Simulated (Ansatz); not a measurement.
The same path of C2H2OS (6 atoms, charge 0, multiplicity 1) was run twice with different band settings. The coordinate that changes most is the dihedral C2–O3–S4–H6.

Level of theory: RKS PBE0/def2-SVP in Ansatz.

Relaxed end points:

```xyz
6
Properties=species:S:1:pos:R:3
C 1.514 0.619 -0.124
C 0.604 -0.113 0.193
O -0.344 -0.905 0.588
S -1.756 -0.980 -0.392
H 2.329 1.258 -0.403
H -2.346 0.120 0.139
```

```xyz
6
Properties=species:S:1:pos:R:3
C 1.495 0.603 -0.300
C 0.555 -0.160 -0.285
O -0.437 -0.994 -0.326
S -1.624 -0.856 0.912
H 2.336 1.269 -0.316
H -2.325 0.139 0.314
```

Common settings: movable images 5; climbing image yes; spring 5.0 eV/Å²; optimiser quadratic models (default); start path IDPP; iteration limit 60; end points relaxed.

| run | force threshold |
| --- | --- |
| 1 | 0.05 eV/Å |
| 2 | 0.5 eV/Å |

(1) What does each run give, and how far can it be trusted?

## Answers

(1) Run 1: converged after 7 iterations, highest image 0.119 eV above the first end. A vibrational analysis at the climbing image gives one clearly imaginary mode, 249i cm⁻¹: a first-order saddle point.
Run 2: converged after 3 iterations, highest image 0.134 eV above the first end. The threshold of 0.5 eV/Å is loose, so the images may lie well off the minimum-energy path. The order of the stationary point at the top wasn't checked.
